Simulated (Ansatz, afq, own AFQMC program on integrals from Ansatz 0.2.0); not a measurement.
## Where AFQMC and coupled cluster stand for CH6Si, triplet

```yaml
atoms:
  - { symbol: Si, position_ang: [-0.9125, 0.0000, 0.0000] }
  - { symbol: H, position_ang: [-1.4074, 1.3997, 0.0000] }
  - { symbol: H, position_ang: [-1.4074, -0.6999, 1.2122] }
  - { symbol: H, position_ang: [-1.4074, -0.6999, -1.2122] }
  - { symbol: H, position_ang: [0.6755, 0.0000, 0.0000] }
  - { symbol: C, position_ang: [2.0225, 0.0000, 0.0000] }
  - { symbol: H, position_ang: [2.4369, 0.0000, 0.9962] }
  - { symbol: H, position_ang: [2.4369, 0.0000, -0.9962] }
```

Basis cc-pVDZ. Noble-gas cores (and the filled d shells of Ga–Kr and In–Xe) are frozen. Ansatz 0.2.0 and our own AFQMC program on the same integrals; the CISD trial comes from CCSD amplitudes, and released means the phaseless constraint is let go. Uncertainties: one standard error, sampling alone.

Determinant: UHF, the one that the program's search chose, which needn't be the lowest solution. The geometry is a point of a scan.

No full CI on the walks' own integrals is used here; CCSDT(Q) serves as the reference and is uncertain by about the last step of the cluster series.

Cautions: lower spins were not checked.

The T1 diagnostic is 0.0148, the weight of the determinant in the CISD state is 0.870 and the ⟨S²⟩ of the determinant is 2.038. The size of the correlated space is 14 electrons in 56 orbitals.

```json
{"level": "MP2", "correlation energy (eV)": "-6.2284"}
{"level": "CCSD", "correlation energy (eV)": "-7.6083"}
{"level": "CCSD(T)", "correlation energy (eV)": "-7.7733"}
```

Estimate where phaseless AFQMC with a CISD trial lies against CCSD(T) on the same integrals.

4.1 ± 0.3 kJ/mol below CCSD(T).

Reference: CCSDT(Q), correlation energy -7.813 eV. The released energy is read at 2.40 1/Eh (meV from the phaseless value at times in 1/Eh: 1.2 ± 1.9 at 0.24, -1.0 ± 1.9 at 0.51, 1.3 ± 2.2 at 0.99, -0.9 ± 2.5 at 1.62, -3 ± 5 at 2.40).

```json
{"level": "CCSD(T)", "E − E(reference) (kJ/mol)": "3.9", "share of correlation (%)": "99.49"}
{"level": "CCSDT", "E − E(reference) (kJ/mol)": "0.7", "share of correlation (%)": "99.91"}
{"level": "ph-AFQMC/CISD", "E − E(reference) (kJ/mol)": "-0.2 ± 0.3", "share of correlation (%)": "100.03"}
{"level": "released AFQMC", "E − E(reference) (kJ/mol)": "-0.5 ± 0.4", "share of correlation (%)": "100.07"}
```

A walk keeps the symmetry of its determinant, which the program's search chose and which needn't be the lowest solution, so a lower state of the same spin and another symmetry isn't excluded. Released energies are given only where the last usable release times agree within the noise; a slower fall can still hide under it.
